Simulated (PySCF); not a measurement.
# Working with the constants of LiAl⁺

UHF-CCSD(T) constants of LiAl⁺, ²Σ⁺ (doublet), unpaired electrons σ ↑ (Li pcseg-1, Al pcseg-1; no relativity (PySCF 2.14); masses 7.0160 and 26.9815 u):

| Property | Result |
| --- | --- |
| ωe | 247.7 cm⁻¹ |
| ωexe | 3.28 cm⁻¹ |
| Be | 0.34304 cm⁻¹ |
| αe | 0.00608 cm⁻¹ |
| D (centrifugal) | 2.63e-06 cm⁻¹ |
| De to Li⁺ + Al | 1.14 eV |

Q: Give the vibrational terms G(v) and spacings up to v = 3.

A: G(v) = ωe(v+½) − ωexe(v+½)².

```
v  G(v) (cm⁻¹)  G(v) − G(v−1)  Bv (cm⁻¹)
0          123                    0.3400
1          364            241     0.3339
2          599            235     0.3278
3          827            228     0.3218
```

Q: How well does the Morse estimate ωe²/(4ωexe) reproduce De, and what is D0?

A: It gives 0.58 eV, 51 % of the computed De. D0 = De − G(0) = 1.14 − 0.02 = 1.12 eV.

Correlated steps freeze 5 core orbitals. Correlated levels converge slowly with the basis: in double zeta they bind strong bonds too weakly, by up to about 1 eV, and carry superposition errors of some tenths. For an ion De counts to the pair picked by the measured ionisation energies or electron affinities, which need not be the lowest pair at this level. The state was picked by a PBE0 search and need not be the measured ground state.
